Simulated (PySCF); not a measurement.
**How the functional moves excitation energies**

Compound: 2-chloroethanol, C2H5ClO.
SMILES: `OCCCl`

Linear-response calculations in the def2-SVPD basis (PySCF; singlets by full response, triplets Tamm–Dancoff, core orbitals frozen in the response; HF means time-dependent Hartree–Fock). 'Strongest' is the level of largest summed f among the singlets computed (10 roots, of which the last may lack a degenerate partner); it can jump between rows when another state enters that window. S1 is the lowest singlet of each run and needn't be the same state throughout; f(S1) is that of one state. Geometry: PBE0-D3(BJ)/def2-SVP, one conformer, isolated molecule.

```
functional                               kind  S1 (eV)  f(S1)  strongest (eV)  T1 (eV)  HOMO (eV)  gap (eV)  ionisation energy, ΔSCF (eV)
       LDA                                LDA     5.92  0.002            7.71     5.79      -6.74      5.85                         10.25
       PBE                                GGA     5.95  0.001            7.63     5.80      -6.61      5.89                         10.10
     B3LYP  global hybrid, 20% exact exchange     6.96  0.002            8.31     6.54      -8.02      8.00                         10.55
      PBE0  global hybrid, 25% exact exchange     7.18  0.002            8.62     6.64      -8.26      8.54                         10.57
 BHandHLYP  global hybrid, 50% exact exchange     7.69  0.002            9.39     6.96      -9.81     10.87                         10.85
 CAM-B3LYP             range-separated hybrid     7.40  0.002            8.90     6.72      -9.75     10.92                         10.84
   LC-wPBE             range-separated hybrid     7.66  0.001            9.56     6.87     -11.09     13.40                         11.03
        HF                       Hartree–Fock     8.39  0.003           10.50     7.51     -12.06     14.72                   not settled
```

Question: What does wB97X-D (range-separated hybrid) give?

Answer: S1 (eV) 7.47, f(S1) 0.001, strongest (eV) 9.16, T1 (eV) 6.83, HOMO (eV) -10.21, gap (eV) 12.24, ionisation energy, ΔSCF (eV) 10.76. S1 runs from 5.92 eV (LDA) to 8.39 eV (HF), a spread of 2.47 eV, while the orbital gap spreads over 8.9 eV. Along PBE (0%), B3LYP (20%), PBE0 (25%), BHandHLYP (50%), HF (100%) S1 rises with the share of exact exchange. −ε(HOMO) comes closest to its own ΔSCF ionisation energy with LC-wPBE (+0.06 eV) and misses most with LDA (-3.51 eV). 'Not settled' means that the ion's SCF failed to converge or may have ended in another state than the lowest.
